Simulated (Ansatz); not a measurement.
`C=C(F)CS`. The species carries charge 0 and has multiplicity 1.

```xyz
10

C     1.1485    0.1455    1.2300
C     0.5832    0.0482    0.0409
F     1.2321    0.4929   -1.0504
C    -0.7404   -0.5241   -0.2949
S    -1.9223    0.7070   -0.9246
H     2.1304    0.5839    1.3463
H     0.6258   -0.2111    2.1059
H    -1.1984   -0.9408    0.6015
H    -0.6328   -1.3265   -1.0280
H    -1.2262    1.0250   -2.0267
```

Q: Give the diagnostics of a CCSD(T)/def2-TZVPP run (frozen core, Ansatz 0.2.0). (Best estimate.)

A: Ansatz gave: T1 = 0.0114, largest single amplitude 0.017, largest double 0.051, (T) share of the correlation energy 4.0 %, 9 CCSD cycles. The RHF solution is stable towards an unrestricted one. T1 lies under the customary mark of 0.02 for closed shells.
